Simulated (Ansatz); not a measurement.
Born–Oppenheimer molecular dynamics of AlClH₄ (6 atoms, charge 0, multiplicity 1). It starts at the highest image of a converged band, a first-order saddle point between two minima.

All numbers below come from RKS B3LYP-D4/def2-SVP (Ansatz 0.2.0).

```
ensemble                      : NVE (velocity Verlet)
time step                     : 0.5 fs
steps asked                   : 200
starting velocities drawn for : 300 K
seed                          : 6589
```

Frames 2.5 fs apart, positions in Å.

Velocities at 60 fs (Å/ps):

```
Al -1.76 3.63 -2.84
H 9.58 6.41 -1.88
H 23.15 4.54 3.86
H 14.84 -2.82 18.34
Cl -0.03 -2.15 0.79
H 0.63 -29.63 27.85
```

```xyz
6
Properties=species:S:1:pos:R:3 time_fs=60 energy_less_start_eV=-0.041 T=380
Al 0.014 0.006 0.019
H 0.031 0.662 1.526
H 1.321 0.070 -0.897
H -1.362 -0.306 -0.765
Cl 0.077 -2.471 1.011
H 0.024 -2.088 2.268
6
Properties=species:S:1:pos:R:3 time_fs=62.5 energy_less_start_eV=-0.020 T=339
Al 0.010 0.016 0.012
H 0.053 0.670 1.505
H 1.375 0.079 -0.880
H -1.325 -0.309 -0.715
Cl 0.077 -2.477 1.014
H 0.026 -2.168 2.312
6
Properties=species:S:1:pos:R:3 time_fs=65 energy_less_start_eV=-0.019 T=337
Al 0.007 0.026 0.005
H 0.071 0.668 1.461
H 1.406 0.084 -0.844
H -1.313 -0.311 -0.675
Cl 0.077 -2.482 1.018
H 0.033 -2.260 2.297
6
Properties=species:S:1:pos:R:3 time_fs=67.5 energy_less_start_eV=-0.001 T=303
Al 0.007 0.036 -0.001
H 0.082 0.666 1.418
H 1.408 0.082 -0.795
H -1.346 -0.317 -0.661
Cl 0.077 -2.487 1.023
H 0.040 -2.346 2.275
6
Properties=species:S:1:pos:R:3 time_fs=70 energy_less_start_eV=-0.002 T=303
Al 0.009 0.047 -0.007
H 0.084 0.678 1.404
H 1.393 0.072 -0.748
H -1.405 -0.323 -0.667
Cl 0.077 -2.493 1.026
H 0.048 -2.419 2.307
6
Properties=species:S:1:pos:R:3 time_fs=72.5 energy_less_start_eV=0.047 T=211
Al 0.011 0.057 -0.013
H 0.077 0.707 1.424
H 1.384 0.056 -0.722
H -1.450 -0.320 -0.676
Cl 0.078 -2.499 1.028
H 0.056 -2.480 2.356
6
Properties=species:S:1:pos:R:3 time_fs=75 energy_less_start_eV=0.042 T=220
Al 0.010 0.066 -0.019
H 0.059 0.743 1.454
H 1.398 0.032 -0.726
H -1.455 -0.302 -0.678
Cl 0.078 -2.506 1.032
H 0.065 -2.530 2.353
6
Properties=species:S:1:pos:R:3 time_fs=77.5 energy_less_start_eV=0.015 T=271
Al 0.008 0.076 -0.023
H 0.033 0.775 1.466
H 1.424 0.002 -0.755
H -1.418 -0.269 -0.674
Cl 0.079 -2.513 1.036
H 0.077 -2.567 2.310
6
Properties=species:S:1:pos:R:3 time_fs=80 energy_less_start_eV=0.030 T=243
Al 0.005 0.086 -0.025
H 0.002 0.796 1.445
H 1.438 -0.031 -0.791
H -1.364 -0.231 -0.674
Cl 0.079 -2.520 1.040
H 0.089 -2.593 2.299
6
Properties=species:S:1:pos:R:3 time_fs=82.5 energy_less_start_eV=0.018 T=266
Al 0.005 0.096 -0.025
H -0.029 0.806 1.399
H 1.423 -0.064 -0.820
H -1.333 -0.196 -0.696
Cl 0.080 -2.528 1.042
H 0.102 -2.610 2.344
6
Properties=species:S:1:pos:R:3 time_fs=85 energy_less_start_eV=0.016 T=270
Al 0.006 0.106 -0.025
H -0.056 0.819 1.351
H 1.379 -0.094 -0.835
H -1.343 -0.171 -0.747
Cl 0.080 -2.536 1.044
H 0.114 -2.613 2.373
6
Properties=species:S:1:pos:R:3 time_fs=87.5 energy_less_start_eV=0.004 T=292
Al 0.009 0.116 -0.025
H -0.076 0.846 1.331
H 1.326 -0.120 -0.841
H -1.375 -0.151 -0.814
Cl 0.081 -2.544 1.047
H 0.125 -2.602 2.347
```

Of the whole run (100 fs, mean temperature of the second half 273 K): The conserved energy stayed within 0.11 meV per atom of its start (net change 0.044 meV per atom), so the integration is sound. A run of 0.1 ps of so small a system gives no equilibrium averages. The orbitals stay closed-shell, which can raise the energy where a bond breaks towards radicals; this wasn't checked here.

The run took 4.5 min on 1 thread of Arm Neoverse V1, on a shared host, peak memory 0.099 GiB.
